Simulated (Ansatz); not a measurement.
Gas-phase reaction in SMILES: C(C)(=O)[O][GeH3] [germyl acetate] → [GeH3] (GeH3) + CC([O])=O (the Ge-O bond breaks)

Quantity: bond dissociation energy (enthalpy at 298 K), in kcal/mol. Conventions: spin-orbit terms left out; frozen cores in correlated levels (noble-gas shells and the d and f shells of earlier blocks); open shells spin-unrestricted; LANL2DZ with its own core potentials from Na on; non-relativistic; 6-31G* and kin with 6d, 5d where marked. First-principles rows: single points at B3LYP-D3(BJ) geometries (Ansatz, a quantum-chemistry and plane-wave program), with unscaled harmonic terms from B3LYP/6-31G* (LANL2DZ past Ar) (Ansatz) at its own minima.

```tsv
level	program	bond dissociation energy (enthalpy at 298 K) (kcal/mol)
MP2/STO-3G	Ansatz	118.8
MP2/3-21G	Ansatz	120.9
MP2/LANL2DZ	Ansatz	109.6
MP2/6-31G*	Ansatz	111.7
MP2/6-31G* with LANL2DZ past Ar	Ansatz	112.0
```

No value to compare with is used here. The 5 habitual levels span 109.6 (MP2/LANL2DZ) to 120.9 kcal/mol (MP2/3-21G).

The sets are all those run for this method; left out are runs that failed, that the program found above a lower state of the same kind, or whose <S^2> lies over 0.5 above the pure value.
